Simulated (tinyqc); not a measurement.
Worked calculation: MP2 on RHF in the sto-3g basis, frozen core, for BH3, spin multiplicity 1. One step of it, computed by the program tinyqc.

Question. Second-order Moller-Plesset energy. E2 = sum_ijab (ia|jb) [2 (ia|jb) - (ib|ja)] / (e_i + e_j - e_a - e_b) over occupied i, j and virtual a, b; the opposite-spin part is (ia|jb)^2 / denominator, the rest is same-spin, and SCS-MP2 scales them by 6/5 and 1/3.

orbital energies (hartree): MO1 -7.413723, MO2 -0.680434, MO3 -0.475136, MO4 -0.475130, MO5 0.236728, MO6 0.743028, MO7 0.789824, MO8 0.789874

Two-electron integrals over orbitals (pq|rs), unique and non-zero (hartree); the lowest 1 orbital is frozen and left out:
```
(22|22) 0.449300    (32|22) 0.000135    (32|32) 0.122584    (33|22) 0.446365
(33|32) 0.062901    (33|33) 0.499584    (42|42) 0.122486    (43|42) -0.062997
(43|43) 0.048962    (44|22) 0.446225    (44|32) -0.062957   (44|33) 0.401914
(44|44) 0.499641    (52|22) -0.000955   (52|32) -4.65e-08   (52|33) -0.000574
(52|44) -0.000574   (52|52) 0.069901    (53|22) -7.33e-07   (53|32) -0.000654
(53|33) -0.000670   (53|44) 0.000670    (53|52) -0.000020   (53|53) 0.018451
(54|42) -0.000655   (54|43) 0.000671    (54|54) 0.018447    (55|22) 0.466901
(55|32) 0.000012    (55|33) 0.440729    (55|44) 0.440690    (55|52) 0.004891
(55|53) -3.53e-06   (55|55) 0.586847    (62|22) 0.040362    (62|32) 3.27e-06
(62|33) 0.021242    (62|44) 0.020889    (62|52) -0.000380   (62|53) -0.000009
(62|55) 0.104535    (62|62) 0.069003    (63|22) -0.000395   (63|32) -0.042376
(63|33) -0.039805   (63|44) 0.039368    (63|52) -0.000015   (63|53) 0.000783
(63|55) -0.000751   (63|62) -0.000823   (63|63) 0.057540    (64|42) -0.043131
(64|43) 0.039973    (64|54) 0.000792    (64|64) 0.058418    (65|22) -0.002125
(65|32) -0.000021   (65|33) -0.000995   (65|44) -0.000975   (65|52) 0.066585
(65|53) -0.000148   (65|55) 0.000702    (65|62) -0.003184   (65|63) 0.000014
(65|65) 0.070104    (66|22) 0.446437    (66|32) -0.001576   (66|33) 0.445316
(66|44) 0.446959    (66|52) -0.003788   (66|53) 0.000014    (66|55) 0.466666
(66|62) 0.026895    (66|63) 0.000450    (66|65) -0.004726   (66|66) 0.464398
(72|42) -0.003882   (72|43) 0.025469    (72|54) 0.001212    (72|64) 0.045376
(72|72) 0.048556    (73|42) 0.053039    (73|43) -0.023618   (73|54) -0.000593
(73|64) -0.030101   (73|72) -0.008940   (73|73) 0.037323    (74|22) 0.045243
(74|32) 0.053045    (74|33) 0.053520    (74|44) 0.006381    (74|52) 0.002099
(74|53) -0.000593   (74|55) 0.094403    (74|62) 0.065830    (74|63) -0.030120
(74|65) -0.000595   (74|66) 0.026205    (74|74) 0.104133    (75|42) 0.002843
(75|43) -0.001327   (75|54) 0.016248    (75|64) -0.001013   (75|72) 0.000394
(75|73) 0.001232    (75|75) 0.019928    (76|42) 0.109448    (76|43) -0.057423
(76|54) -0.000877   (76|64) -0.046697   (76|72) -0.010547   (76|73) 0.054330
(76|75) 0.002530    (76|76) 0.111710    (77|22) 0.464080    (77|32) -0.027253
(77|33) 0.432065    (77|44) 0.496453    (77|52) 0.000708    (77|53) 0.000772
(77|55) 0.480285    (77|62) 0.042554    (77|63) 0.036541    (77|65) -0.000467
(77|66) 0.472541    (77|74) 0.041227    (77|77) 0.534707    (82|22) 0.000312
(82|32) -0.003961   (82|33) -0.025326   (82|44) 0.025660    (82|52) -1.18e-06
(82|53) 0.001212    (82|55) 0.000802    (82|62) 0.000194    (82|63) 0.045267
(82|65) -0.000026   (82|66) 0.000360    (82|74) -0.008448   (82|77) 0.032205
(82|82) 0.048573    (83|22) 0.045111    (83|32) -0.053385   (83|33) 0.006122
(83|44) 0.053806    (83|52) 0.002099    (83|53) 0.000595    (83|55) 0.094367
(83|62) 0.065717    (83|63) 0.029442    (83|65) -0.000576   (83|66) 0.027766
(83|74) 0.033870    (83|77) 0.063500    (83|82) 0.009765    (83|83) 0.104563
(84|42) 0.052731    (84|43) -0.023320   (84|54) -0.000586   (84|64) -0.029688
(84|72) -0.008590   (84|73) 0.032520    (84|75) 0.001225    (84|76) 0.053991
(84|84) 0.036882    (85|22) -0.000013   (85|32) 0.002843    (85|33) 0.001316
(85|44) -0.001332   (85|52) 0.000500    (85|53) 0.016246    (85|55) 0.000006
(85|62) -0.000026   (85|63) -0.000994   (85|65) 0.000372    (85|66) -0.000071
(85|74) 0.001228    (85|77) -0.000385   (85|82) 0.000392    (85|83) -0.001243
(85|85) 0.019927    (86|22) -4.70e-06   (86|32) 0.109077    (86|33) 0.056688
(86|44) -0.057000   (86|52) -0.000033   (86|53) -0.000864   (86|55) -0.000070
(86|62) -0.000057   (86|63) -0.045344   (86|65) -0.000050   (86|66) -0.001654
(86|74) 0.053973    (86|77) -0.028680   (86|82) -0.010134   (86|83) -0.054681
(86|85) 0.002523    (86|86) 0.110836    (87|42) -0.026450   (87|43) 0.031814
(87|54) 0.000767    (87|64) 0.036775    (87|72) 0.031783    (87|73) -0.010641
(87|75) -0.000363   (87|76) -0.028191   (87|84) -0.010358   (87|87) 0.033972
(88|22) 0.464132    (88|32) 0.028889    (88|33) 0.497294    (88|44) 0.431181
(88|52) 0.000707    (88|53) -0.000787   (88|55) 0.480292    (88|62) 0.042993
(88|63) -0.038035   (88|65) -0.000474   (88|66) 0.471677    (88|74) 0.064072
(88|77) 0.465507    (88|82) -0.031698   (88|83) 0.040142    (88|85) 0.000415
(88|86) 0.029935    (88|88) 0.535576
```

Hartree-Fock energy = -26.07022290 hartree

Give: Terms; Pair energies; MP2 correlation energy; SCS-MP2 correlation energy; MP2 total energy.

Answer.

Terms (the 40 largest of 74):

| i | j | a | b | (ia\|jb) | (ib\|ja) | denominator | term |
|---|---|---|---|---|---|---|---|
| 3 | 3 | 8 | 8 | 0.105 | 0.105 | -2.530 | -4.32e-03 |
| 4 | 4 | 7 | 7 | 0.104 | 0.104 | -2.530 | -4.29e-03 |
| 2 | 2 | 5 | 5 | 0.070 | 0.070 | -1.834 | -2.66e-03 |
| 4 | 2 | 7 | 6 | 0.066 | 0.045 | -2.688 | -2.11e-03 |
| 2 | 4 | 6 | 7 | 0.066 | 0.045 | -2.688 | -2.11e-03 |
| 3 | 2 | 8 | 6 | 0.066 | 0.045 | -2.688 | -2.11e-03 |
| 2 | 3 | 6 | 8 | 0.066 | 0.045 | -2.688 | -2.11e-03 |
| 2 | 2 | 6 | 6 | 0.069 | 0.069 | -2.847 | -1.67e-03 |
| 4 | 4 | 6 | 6 | 0.058 | 0.058 | -2.436 | -1.40e-03 |
| 3 | 3 | 6 | 6 | 0.058 | 0.058 | -2.436 | -1.36e-03 |
| 2 | 2 | 8 | 8 | 0.049 | 0.049 | -2.941 | -8.02e-04 |
| 2 | 2 | 7 | 7 | 0.049 | 0.049 | -2.941 | -8.02e-04 |
| 3 | 3 | 7 | 7 | 0.037 | 0.037 | -2.530 | -5.51e-04 |
| 4 | 4 | 8 | 8 | 0.037 | 0.037 | -2.530 | -5.38e-04 |
| 3 | 4 | 8 | 7 | 0.034 | 0.033 | -2.530 | -4.72e-04 |
| 4 | 3 | 7 | 8 | 0.034 | 0.033 | -2.530 | -4.72e-04 |
| 2 | 4 | 7 | 6 | 0.045 | 0.066 | -2.688 | -4.21e-04 |
| 4 | 2 | 6 | 7 | 0.045 | 0.066 | -2.688 | -4.21e-04 |
| 2 | 3 | 8 | 6 | 0.045 | 0.066 | -2.688 | -4.18e-04 |
| 3 | 2 | 6 | 8 | 0.045 | 0.066 | -2.688 | -4.18e-04 |
| 4 | 3 | 8 | 7 | 0.033 | 0.034 | -2.530 | -4.01e-04 |
| 3 | 4 | 7 | 8 | 0.033 | 0.034 | -2.530 | -4.01e-04 |
| 3 | 4 | 6 | 7 | -0.030 | -0.030 | -2.483 | -3.66e-04 |
| 4 | 3 | 7 | 6 | -0.030 | -0.030 | -2.483 | -3.66e-04 |
| 3 | 4 | 7 | 6 | -0.030 | -0.030 | -2.483 | -3.65e-04 |
| 4 | 3 | 6 | 7 | -0.030 | -0.030 | -2.483 | -3.65e-04 |
| 4 | 4 | 8 | 6 | -0.030 | -0.030 | -2.483 | -3.55e-04 |
| 4 | 4 | 6 | 8 | -0.030 | -0.030 | -2.483 | -3.55e-04 |
| 3 | 3 | 8 | 6 | 0.029 | 0.029 | -2.483 | -3.49e-04 |
| 3 | 3 | 6 | 8 | 0.029 | 0.029 | -2.483 | -3.49e-04 |
| 3 | 3 | 5 | 5 | 0.018 | 0.018 | -1.424 | -2.39e-04 |
| 4 | 4 | 5 | 5 | 0.018 | 0.018 | -1.424 | -2.39e-04 |
| 2 | 3 | 8 | 8 | 0.010 | 0.010 | -2.735 | -3.49e-05 |
| 3 | 2 | 8 | 8 | 0.010 | 0.010 | -2.735 | -3.49e-05 |
| 2 | 3 | 7 | 7 | -0.009 | -0.009 | -2.735 | -2.92e-05 |
| 3 | 2 | 7 | 7 | -0.009 | -0.009 | -2.735 | -2.92e-05 |
| 2 | 4 | 7 | 8 | -0.009 | -0.008 | -2.735 | -2.74e-05 |
| 4 | 2 | 8 | 7 | -0.009 | -0.008 | -2.735 | -2.74e-05 |
| 4 | 2 | 7 | 8 | -0.008 | -0.009 | -2.735 | -2.57e-05 |
| 2 | 4 | 8 | 7 | -0.008 | -0.009 | -2.735 | -2.57e-05 |

Pair energies (hartree; pair i-j sums ij and ji):

| pair | opposite spin | same spin |
|---|---|---|
| 2-2 | -0.006 | 0 |
| 3-2 | -4.87e-03 | -3.12e-04 |
| 3-3 | -0.007 | 0 |
| 4-2 | -4.87e-03 | -3.12e-04 |
| 4-3 | -3.20e-03 | -1.44e-06 |
| 4-4 | -0.007 | 0 |

MP2 correlation energy = -0.03385 hartree

SCS-MP2 correlation energy = -0.04008 hartree

MP2 total energy = -26.10407 hartree
